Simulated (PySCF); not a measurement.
C3H3P3.
Atom-mapped SMILES: `[cH:1]1[p:2][cH:3][p:4][cH:5][p:6]1`

NICS is the negative of the GIAO shielding at a point without a nucleus: at the ring centre (0) and 1 Å above and below it (1); zz is the component along the ring normal. Level: GIAO KT3/pcSseg-2 (PySCF, non-relativistic, gas phase) on the PBE0-D3(BJ)/def2-SVP geometry, one conformer.

Ring bond lengths (Å): C1–P2 1.731, P2–C3 1.731, C3–P4 1.731, P4–C5 1.731, C5–P6 1.731, P6–C1 1.731.

Task: What do the NICS probes read (ppm)?

Result: 
| ring | type | NICS(0) | NICS(1), two faces | NICS(1)zz, two faces | rms pucker (Å) | centre to ring atoms, mean (Å) |
| --- | --- | --- | --- | --- | --- | --- |
| C1–P2–C3–P4–C5–P6 | 6-membered ring with 3 P; formal bonds all aromatic | -5.2 | -8.3 / -8.3 | -22.3 / -22.3 | 0.00 | 1.72 |

Task: What can be read from them?

Result: 
- C1–P2–C3–P4–C5–P6: mean NICS(1)zz -22.3 ppm, shielded.

Task: How equal are the bonds by HOMA? HOMA = 1 − mean of α(R − Ropt)² over the ring bonds, with Krygowski's 1993 parameters (CP: Ropt 1.698 Å, α 118.91 Å⁻²).

Result: 
- C1–P2–C3–P4–C5–P6: HOMA 0.87; the largest term is that of C3–P4, α(R − Ropt)² = 0.13.

Task: Give the inner angles of the rings.

Result: 
- C1–P2–C3–P4–C5–P6: C1 134.5°, P2 105.5°, C3 134.5°, P4 105.5°, C5 134.5°, P6 105.5°; sum 720.0° against 720° for a flat convex ring.

Task: What are the shieldings of the ring atoms and their hydrogens in the same run (means over atoms taken as equivalent)?

Result: 
```json
{"atoms": "C1 (×3)", "environment": "aromatic CH carbon", "σ isotropic (ppm)": "6.4", "principal values of the symmetric part, first atom (ppm)": "-199.3, 28.3, 190.3"}
{"atoms": "P2 (×3)", "environment": "phosphorus bonded to 2 C", "σ isotropic (ppm)": "120.2", "principal values of the symmetric part, first atom (ppm)": "-182.1, -26.2, 568.7"}
{"atoms": "H on C1 (×3)", "environment": "aromatic hydrogen", "σ isotropic (ppm)": "20.87", "principal values of the symmetric part, first atom (ppm)": "15.2, 20.8, 26.6"}
```

Task: How do the values depend on the level or the medium?

Result: 
| level | NICS(0), C1–P2–C3–P4–C5–P6 | mean NICS(1)zz, C1–P2–C3–P4–C5–P6 |
| --- | --- | --- |
| KT3/pcSseg-2, gas | -5.2 | -22.3 |
| PBE0/pcSseg-1, gas | -5.3 | -23.0 |
| PBE0/pcSseg-1, IEF-PCM chloroform | -5.3 | -23.0 |
| PBE0/pcSseg-1, IEF-PCM water | -5.3 | -23.1 |

The geometry is the same throughout; the continuum's cavity takes Bondi-type radii × 1.2.

Time: 36 s; peak memory 0.85 GiB. Hardware: one thread of an Arm Neoverse V2, no GPU, shared host with 96 logical CPUs at a one-minute load of 34. This is the whole shielding run at KT3/pcSseg-2, SCF included.
